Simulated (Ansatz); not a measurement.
Cubic perovskite SrTiO₃ (cubic form, which distorts at low temperature), treated with r²SCAN+rVV10 (Ansatz, a program for electronic structure, PAW).

Run with plane-wave cutoff 500 eV, 8×8×8 k mesh, gaussian smearing 0.02 eV, no spin polarisation, scalar-relativistic PAW data made under PBE.

Cell (relaxed at this level):

```xyz
5
Lattice="3.8970 0.0000 0.0000 0.0000 3.8970 0.0000 0.0000 0.0000 3.8970" Properties=species:S:1:pos:R:3 pbc="T T T"
Sr     0.0000     0.0000     0.0000
Ti     1.9485     1.9485     1.9485
O      1.9485     0.0000     1.9485
O      0.0000     1.9485     1.9485
O      1.9485     1.9485     0.0000
```

**Question.** What does this level give for the band gap?

**Answer.** 
* **band gap**: 2.27 eV (on the SCF k mesh)

Measured, for comparison: band gap 3.59 eV (zero-point renormalisation of 336 meV (experimental, the table's column) added back here, indirect; inputs from Miglio et al. (2020), arXiv:2011.12765).

Note: the relaxation could not lower the start's symmetry, so the cell can be a saddle point above a distorted one.

Spin–orbit coupling is not included.

It cost very roughly 30 core-seconds of CPU time.
